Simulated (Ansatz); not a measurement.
A calculation with Ansatz (development build ahead of 0.2.0).

```yaml
crystal:
  periodic: [false, false, false]
  atoms:
    - { symbol: Si, position_ang: [0.0, 0.0, -0.6644] }
    - { symbol: O, position_ang: [0.0, 0.0, 0.6644] }
basis:
  gaussian: { orbitals: "6-31G" }
hamiltonian:
  xc: hf
correlation:
  method: ccsd_t
  frozen_orbitals: { O: 1, Si: 5 }
```

The input is written out in the form of the current development build from the run's settings.

Output:

```yaml
Converged: yes
Reference_energy: -363.62246 hartree
Correlation_energy: -0.18337 hartree
Total_energy: -363.80583 hartree
```
